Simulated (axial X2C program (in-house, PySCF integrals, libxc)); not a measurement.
NaS: cheaper levels and CCSD(T), 2c

Computed with an in-house relativistic program for diatomic molecules. Two-component (2c) means X2C with spin–orbit coupling and atomic mean-field two-electron Coulomb and Gaunt terms. Basis: S dyall-av3z [9s8p3d2f], Na dyall-cv3z [9s8p5d2f] (cores contracted in-house); Gaussian nuclei, density fitting, unrestricted open shells. Masses: S 31.972 u, Na 22.990 u.

State: Ω = 3/2 (⟨Sz⟩ = 0.50, ⟨Lz⟩ = 1.00 at HF); fragments S + Na.

```csv
level,Re (Å),ωe (cm⁻¹),De (eV)
PBE0,2.488,331.6,2.48
HF,2.517,330.5,1.38
MP2,2.493,331.4,2.47
CCSD,2.495,331.4,2.42
PBE,2.502,320.6,2.54
```

Correlated methods: 15 electrons correlated (number of frozen shells: S 2 s, 1 p; Na 1 s), 219 virtual spin orbitals or spinors in MP2, 90 natural virtuals in coupled cluster.

CCSD(T), same Hamiltonian and basis:

Re = 2.496 Å, ωe = 330.0 cm⁻¹, De = 2.46 eV; T1 = 0.006 (Lee–Taylor normalisation).

Q: Give the differences from CCSD(T) in the columns below.

A: 

```
level  ΔRe (Å)  Δωe (cm⁻¹)  ΔDe (eV)
 PBE0   -0.008           2      0.02
   HF    0.021           0     -1.08
  MP2   -0.003           1      0.01
 CCSD   -0.001           1     -0.04
  PBE    0.006          -9      0.08
```

The state is one determinant whose occupation by symmetry is held fixed; it was picked as the lowest of a PBE0 search that is not exhaustive. De is counted from the lowest determinant-based energies of the atoms at the same level, without counterpoise correction. Density functionals use the spin component along the axis (collinear). Coupled cluster ran in a truncated set of natural virtual spinors; the MP2 energy of the rest was added. (T) has no such correction and the atoms are truncated less, which lowers De at CCSD(T) by a hundredth of an eV or more. The 2c atoms are single determinants rather than J levels; their spin–orbit lowering is only partly caught, and De is too large by that part. This holds for PBE0, PBE. Without a current term, density functionals place determinants with orbital angular momentum somewhat too high.
